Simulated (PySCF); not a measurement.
## `C1=C(Cl)[C@H](C)O1`, C₄H₅ClO

Geometry:
| atom | x (Å) | y (Å) | z (Å) |
| --- | --- | --- | --- |
| C1 | 1.280 | 0.765 | -0.121 |
| C2 | 0.091 | 0.434 | 0.734 |
| O3 | -0.620 | -0.759 | 0.273 |
| C4 | -1.740 | 0.025 | 0.119 |
| C5 | -1.199 | 1.185 | 0.519 |
| Cl6 | -1.665 | 2.805 | 0.709 |
| H7 | 1.698 | 1.736 | 0.186 |
| H8 | 0.984 | 0.828 | -1.178 |
| H9 | 2.064 | 0.000 | -0.012 |
| H10 | 0.356 | 0.296 | 1.795 |
| H11 | -2.688 | -0.384 | -0.231 |

The calculation used GIAO PBE0/pcSseg-1 magnetisability, rotational g tensor and spin-rotation constants, non-relativistic, gas phase in PySCF. Geometry: PBE0-D3(BJ)/def2-SVP.

(1) Give the nuclear spin-rotation constants along the inertial axes (H = +C I·J) beside the isotropic shieldings.

(2) How do the rotational constants and the g tensor change when H7, H8, H9, H10, H11 are replaced by deuterium?

## Answers

(1) Rotational constants 5.3370, 2.1552, 1.6295 GHz. A star marks the isotopologue with that one atom substituted, in its own axes.
```tsv
atom	isotope	Caa (kHz)	Cbb (kHz)	Ccc (kHz)	mean (kHz)	σ (ppm)
Cl6	35Cl	0.584	0.618	0.354	0.519	800.3
H7	1H	-0.369	-0.037	-0.176	-0.194	29.9
H8	1H	-0.629	-0.217	0.039	-0.269	30.1
H9	1H	0.085	-0.210	-0.169	-0.098	29.5
H10	1H	-0.540	-0.214	0.115	-0.213	26.3
H11	1H	-0.504	0.143	-0.133	-0.165	24.6
C1	13C*	0.842	0.306	0.226	0.458	164.6
C2	13C*	1.242	0.527	0.467	0.745	93.5
O3	17O*	-1.358	-0.460	-0.187	-0.668	158.3
C4	13C*	2.334	0.772	0.436	1.181	26.7
C5	13C*	2.369	0.566	0.316	1.084	64.7
```
For the geometry as given, no vibrational averaging.

(2) Constants 4.3499, 2.0212, 1.4971 GHz; g -0.0203, -0.0168, -0.0095, against -0.0237, -0.0184, -0.0103 before.
